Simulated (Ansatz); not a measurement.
Basis-set extrapolation for C2H6O3, SMILES `COC(O)O` (PBE0-D4/def2-TZVP geometry, frozen core, the Gaussian-basis code of Ansatz). Multiplicity 1, RHF reference.

```tsv
	def2-TZVPP	def2-QZVPP
HF	-303.943575	-303.957822
MP2 correlation	-1.059952	-1.140706
CCSD(T) correlation	-1.125091	not run
```

Energies in hartree. Use E(X) = E(∞) + A·exp(−7.88·√X) for Hartree–Fock and E(X) = E(∞) + B·X^(−2.97) for correlation, with X = 3 and 4, and add CCSD(T) minus MP2 of the smaller set to the MP2 limit.

Problem. What is the CCSD(T) energy at the basis-set limit?

Solution. HF limit: -303.957822 + (-0.014247) × 0.13774 = -303.95978. MP2 limit: -1.140706 + (-0.080754) × 0.74074 = -1.20052. Higher-order term: -1.125091 − (-1.059952) = -0.06514. Total: -305.22544 hartree, 411.6 kJ/mol below CCSD(T)/def2-TZVPP.
